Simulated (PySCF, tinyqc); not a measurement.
Worked calculation: harmonic frequencies on the RHF/sto-6g surface (energies and gradients from PySCF), for CH2, spin multiplicity 1. The lowest restricted solution is unstable here: a spin-polarised one lies 0.0267 hartree lower (PySCF). Computed by tinyqc, a small Python program that keeps every step (integrals from PySCF). Settings: charge = 0, multiplicity = 1, basis = sto-6g, delta = 0.002. Command: `OMP_NUM_THREADS=1 python tinyqc.py 25944 25945 out.jsonl` (the two numbers bound the seeds that draw the settings). One thread of a shared host (Intel(R) Xeon(R) Processor @ 2.60GHz), about 4 s of CPU time with the checks.

## One row of the Hessian: 3Hy

optimised positions (bohr):
```
            x          y          z
1C  -0.149058   0.020912  -0.305349
2H   0.039023   1.591016   1.092725
3H   0.004210  -1.661061   0.960621
```

gradient at +delta (hartree/bohr):
```
              x            y            z
1C   0.00003210  -0.00054309   0.00027333
2H   0.00000835  -0.00006198   0.00006774
3H  -0.00004045   0.00060507  -0.00034107
```

gradient at -delta (hartree/bohr):
```
              x            y            z
1C  -0.00003195   0.00053988  -0.00027198
2H  -0.00000821   0.00006414  -0.00006668
3H   0.00004016  -0.00060402   0.00033866
```

Displace 3Hy by +/-0.002 bohr; H(k, :) = (g(+) - g(-)) / (2 delta).

row of the Hessian (hartree/bohr^2): 1Cx 0.01601267, 1Cy -0.27074182, 1Cz 0.13632686, 2Hx 0.00414047, 2Hy -0.03153133, 2Hz 0.03360485, 3Hx -0.02015315, 3Hy 0.30227315, 3Hz -0.16993171

## Hessian by finite differences

All rows are made in the same way, and the matrix is symmetrised.

Hessian (symmetrised) (hartree/bohr^2), lower triangle:
```
             1Cx          1Cy          1Cz         2Hx          2Hy         2Hz          3Hx          3Hy
1Cx   0.00664630
1Cy   0.00331696   0.51224021
1Cz   0.05163115   0.00392931   0.40206100
2Hx  -0.00380093  -0.02844219  -0.02839023  0.00356687
2Hy  -0.01932956  -0.24149914  -0.14025591  0.02430163   0.27303075
2Hz  -0.02878002  -0.21124722  -0.21517300  0.02674248   0.17764172  0.20073738
3Hx  -0.00284533   0.02512523  -0.02324093  0.00023404  -0.00497208  0.00203755   0.00261127
3Hy   0.01601259  -0.27074156   0.13632658  0.00414054  -0.03153136  0.03360533  -0.02015313   0.30227315
3Hz  -0.02285113   0.20731794  -0.18688810  0.00164776  -0.03738584  0.01443567   0.02120338  -0.16993190

            3Hz
3Hz  0.17245246
```

## Normal modes

masses (u): 1C 12.000000, 2H 1.007825, 3H 1.007825

Diagonalise H_ij / sqrt(m_i m_j); the 6 smallest eigenvalues belong to translations and rotations; wavenumber = sqrt(eigenvalue / 1822.888) x 219474.63; each mode has its largest component positive (the first on a tie); zero-point energy = sum of wavenumbers / 2, with 349.755 1/cm per kcal/mol.

eigenvalues of the mass-weighted Hessian (hartree/(bohr^2 u)): 0.000000  0.000000  0.000000  0.000000  0.000000  0.000001  0.121413  0.432262  0.470329

harmonic wavenumbers of the vibrations (1/cm): 1791.2  3379.7  3525.4

mass-weighted modes:
```
        mode 1     mode 2     mode 3
1Cx  -0.038195   0.029328  -0.003222
1Cy   0.012518  -0.009600  -0.301055
1Cz  -0.298086   0.228891  -0.012220
2Hx   0.061292  -0.056601   0.060077
2Hy  -0.451867  -0.543782   0.501526
2Hz   0.496816  -0.417686   0.446576
3Hx   0.070504  -0.044600  -0.048961
3Hy   0.408673   0.576908   0.537304
3Hz   0.531770  -0.372130  -0.404409
```

zero-point energy = 12.431906 kcal/mol
